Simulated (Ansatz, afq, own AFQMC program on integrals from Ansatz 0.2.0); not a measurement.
AFQMC on a folder of integrals that Ansatz 0.2.0 wrote.

```yaml
crystal:
  periodic: [false, false, false]
  atoms:
    - {symbol: O, position_ang: [0.982895, -0.564726, 0.479847]}
    - {symbol: B, position_ang: [0.020491, -0.012286, 0.009945]}
    - {symbol: F, position_ang: [-1.003385, 0.577022, -0.489792]}
basis:
  gaussian: {orbitals: def2-TZVP}
total_charge: 1
magnetization: {spin_polarized: true, initial_magnetization: 1}
correlation: {method: ccsd_t, electrons: outside_noble_gas, hamiltonian_folder: ham}
```

```sh
$ ansatz run in.yaml --threads 1 --pin off --events-out ev --progress --plain --max-ram 16896MiB --backend cuda --devices 0, --max-vram 18GiB
```

afq runs on the folder ham with

```
--method phaseless --trial cisd --walkers 1200 --populations 20 --least-time 60 --time-step 0.005 --steps-per-block 50 --equilibration-blocks 28 --max-blocks 4000 --target-error 0.00023 --factor-cut 1e-05 --start spin_pure --seed 934 --release-times 0.24,0.51,0.99,1.5 --release-step 0.03 --release-every 4 --taylor-order 6
```

Times are imaginary, in 1/Eh. The walk had a cap of 165 s. With eight or more populations the least sampling time is a fifth of least-time, and the error comes from their spread.

Output of the walk:

```
orbitals 90  electrons 8 7  factors 619 of 619
reference energy -198.73503429 Eh
CCSD correlation -0.50433031 Eh in 14 cycles, weight of the determinant in the CISD state 0.8887
energy of the start -199.239136 Eh
 block  time / (1/Eh)  mean weight  energy / Eh
     1     0.250  0.9991  -199.238679
     2     0.500  0.9994  -199.244730
     3     0.750  0.9994  -199.249051
     4     1.000  1.0017  -199.254665
     5     1.250  1.0007  -199.255036
    10     2.500  0.9997  -199.257644
    19     4.750  1.0003  -199.255700
    29     7.250  0.9989  -199.260013
    39     9.750  0.9992  -199.257409
    49    12.250  1.0002  -199.253221
    59    14.750  1.0000  -199.258895
    69    17.250  0.9996  -199.260122
    73    18.250  1.0006  -199.252768
    79    19.750  1.0017  -199.256967
    89    22.250  1.0016  -199.253054
    99    24.750  1.0010  -199.254315
   103    25.750  1.0003  -199.264366
   107    26.750  0.9994  -199.253730
error from the spread of 20 populations
released: time / (1/Eh)  energy / Eh  error  mean overlap
  0.24  -199.257440  0.000271  0.9909
  0.51  -199.257395  0.000304  0.9802
  0.99  -199.258121  0.000533  0.9607
  1.50  -199.257623  0.000848  0.9585
energy -199.257118 +/- 0.000253 Eh
(rows thinned)
```

The run passed its tests (sampling time, drift between the halves within three errors, error under three times the target), which doesn't prove that it has relaxed, ending at its cap on processor time.

Against this walk (error 6.9 meV) on the same determinant: CCSD(T) 36.9 meV higher. The error is statistical and leaves out the bias of the constraint. None of these is a sure reference here. The released energies get too noisy after the second time (errors over twice the walk's own, or jumping) (meV from the phaseless value at times in 1/Eh: -9 ± 7 at 0.24, -8 ± 8 at 0.51, -27 ± 15 at 0.99, -14 ± 23 at 1.50), so they give no level.

Cautions: constraint bias not in the error; error above the target (6.9 against 6.3 meV).

The walk took 2.8 min on 1 × NVIDIA H100 80GB HBM3 with 2 threads of AMD EPYC 7R13 Processor (Zen 3), with other jobs on the host (the card was shared). The log's last line is the phaseless energy.

A walk keeps the symmetry of its determinant, which the program's search chose and which needn't be the lowest solution, so a lower state of the same spin and another symmetry isn't excluded.
